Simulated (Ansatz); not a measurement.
# H2As–As, singlet: vertical spin and charge gaps

Geometry (PBE0/def2-TZVP stationary point for this spin, not checked as a minimum):

```csv
atom,x (Å),y (Å),z (Å)
As,0.0000,0.0000,1.0500
As,0.0000,0.0000,-1.1038
H,0.0000,1.1767,2.0001
H,0.0000,-1.1767,2.0001
```

Basis cc-pVDZ; Ansatz 0.2.0. Correlated methods freeze the noble-gas cores and the filled d shells of p-block atoms. Prefix R: restricted or restricted open-shell reference; prefix U: unrestricted. Active spaces: valence = (12e, 10o) chosen from the atoms' valence shells. No spin–orbit coupling is included, and no scalar relativity.

Gaps are energies of the second state less the first, at fixed atoms, for a selection of the levels run; each method lands on the state that its own search finds for that charge and spin.

Unrestricted rows (U, and Kohn–Sham where it breaks symmetry) aren't spin-pure: their determinants' ⟨S²⟩ exceeds S(S+1) by up to 0.45, so they mix in states of higher spin. HF rows: RHF is the determinant under the cluster runs, UHF is the lowest solution found. Coupled cluster chose its determinant by a search with trial CCSD, here up to 0.36 eV above the lowest Hartree–Fock solution of its kind, and MP2 stands on that determinant too. A value is left out where its run failed or describes another state than the reference as far as symmetry and spin tell, or, spin-broken singlets apart, can't be checked.

Removing an electron, to the doublet: 7.344 eV at RCCSDTQ.

Large singles or doubles amplitudes warn of static correlation in the H2As–As⁺ doublet.

```json
{"level": "RHF", "gap (eV)": "6.878", "error (meV)": "-466"}
{"level": "BCCD(T)", "gap (eV)": "7.350", "error (meV)": "6"}
{"level": "RCCSDT(Q)", "gap (eV)": "7.346", "error (meV)": "2"}
{"level": "NEVPT2 (valence space)", "gap (eV)": "7.232", "error (meV)": "-112"}
{"level": "MRCISD (valence space)", "gap (eV)": "7.257", "error (meV)": "-87"}
{"level": "PBE", "gap (eV)": "7.620", "error (meV)": "276"}
{"level": "r2SCAN", "gap (eV)": "7.654", "error (meV)": "310"}
{"level": "PBE0", "gap (eV)": "7.654", "error (meV)": "310"}
{"level": "wB97M-V", "gap (eV)": "7.633", "error (meV)": "289"}
{"level": "RPA-PBE", "gap (eV)": "7.581", "error (meV)": "237"}
```

Triplet less singlet: 0.868 eV at UCCSDT(Q).

| level | gap (eV) | error (meV) | ⟨S²⟩ where 0.1 over S(S+1) (first / second) |
| --- | --- | --- | --- |
| UHF | 0.175 | -693 | 0.45 / – |
| UMP2 | 0.573 | -295 | 0.45 / – |
| UCCSD | 0.743 | -125 | 0.45 / – |
| UCCSD(T) | 0.848 | -20 | 0.45 / – |
| UCCSDT | 0.850 | -18 | 0.45 / – |
| CASSCF (valence space) | 1.042 | 174 | – / – |
| MRCISD (valence space) | 0.916 | 48 | – / – |
| MRCISD+Q (valence space) | 0.882 | 14 | – / – |
| r2SCAN | 0.627 | -241 | – / – |
| RPA-PBE | 0.923 | 55 | – / – |

In so small a basis the reference is far from its limit while semilocal and hybrid functionals are nearer theirs (RPA and double hybrids share part of the reference's basis error), so the functionals' errors here hold much of the reference's basis and frozen-core error, which can add to them or hide them.

The reference is named with each gap: full CI where it ran, else the highest cluster level, uncertain by about the last step of the series. The frozen core follows each run's orbitals, which can shift R against U totals by a few meV for light atoms and by up to 0.1 eV past Ca.
